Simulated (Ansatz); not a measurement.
Geometry optimisation, Ansatz, RKS BLYP-D4/def2-SVP.

Input file:

```yaml
crystal:
  periodic: [false, false, false]
  atoms:
    - { symbol: Al, position_ang: [-0.817644, 0.365041, -1.384445] }
    - { symbol: S, position_ang: [0.868645, 1.708907, -0.725528] }
    - { symbol: H, position_ang: [-0.467425, -0.87292, -2.315811] }
    - { symbol: H, position_ang: [-2.272944, 0.890515, -1.02881] }
    - { symbol: H, position_ang: [0.650614, 0.007191, 1.312507] }
    - { symbol: "N", position_ang: [0.032201, -0.79837, 1.473906] }
    - { symbol: H, position_ang: [1.845083, 0.952545, -1.313519] }
    - { symbol: H, position_ang: [0.632451, -1.622723, 1.624207] }
    - { symbol: H, position_ang: [-0.471081, -0.630086, 2.357492] }
basis:
  gaussian: { orbitals: def2-SVP }
hamiltonian:
  xc: blyp
  dispersion: d4
relax:
  f_tol: 0.03
  max_steps: 50
```

Run as:

```bash
$ ansatz run input.yaml --threads 2 --pin off --max-ram 3072MiB --backend cpu --events-out ev --progress --plain --runs-dir out
```

Q: Where does it end, and by what steps?

A: The forces met the threshold. After 9 steps the energy has fallen by 0.859 eV; H9 moved furthest, 0.68 Å. Joined: Al1–N6.

| step | energy less start (eV) | largest force component (eV/Å) | accepted |
| --- | --- | --- | --- |
| 0 | 0.0000 | 0.578 | yes |
| 1 | -0.2029 | 0.533 | yes |
| 2 | -0.4978 | 0.666 | yes |
| 3 | -0.7640 | 0.580 | yes |
| 4 | -0.7710 | 1.354 | yes |
| 5 | -0.8355 | 0.325 | yes |
| 6 | -0.8549 | 0.165 | yes |
| 7 | -0.8475 | 0.171 | no |
| 8 | -0.8582 | 0.038 | yes |
| 9 | -0.8587 | 0.017 | yes |

```xyz
9
Properties=species:S:1:pos:R:3
Al -0.584 0.174 -0.798
S 0.952 1.842 -0.868
H -0.305 -1.088 -1.744
H -2.065 0.696 -0.493
H 0.687 0.020 1.425
N -0.069 -0.600 1.089
H 1.916 1.087 -1.471
H 0.300 -1.563 1.077
H -0.831 -0.568 1.783
```

Whether the end is a true minimum wasn't checked by a vibrational analysis.

Run time: 16 s on 2 threads of Intel(R) Xeon(R) Platinum 8259CL CPU @ 2.50GHz (Skylake/Cascade Lake), with other jobs on the host, peak memory 0.14 GiB.
